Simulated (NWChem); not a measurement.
## Lowest excitation of silicon monoxide (OSi)

```xyz
2

Si     0.0000     0.0000     0.5539
O      0.0000     0.0000    -0.9694
```
Charge 0, spin multiplicity 1.

The numbers come from NWChem runs, not from measurements. Structure: optimised with PBE0/def2-SVP, a minimum by its harmonic frequencies.

Basis set: def2-SVPD.

```tsv
method	lowest vertical singlet excitation energy (eV)	relative cost	difference from EOM-CCSD
TD-PBE	5.29	under 3	-0.45
TD-PBE0	5.41	under 3	-0.33
CIS	6.05	1	+0.31
EOM-CCSD	5.73	under 3	0.00
TD-B3LYP	5.34	under 3	-0.40
```

The values span 0.76 eV, from TD-PBE (lowest) to CIS (highest). Costs are rough ratios of processor time within this set of runs, SCF included, with CIS as 1.

The correlated methods keep 6 core orbitals frozen. B3LYP has NWChem's definition, with VWN1-RPA local correlation. Differences from the coupled-cluster row are differences between methods, not errors against experiment.
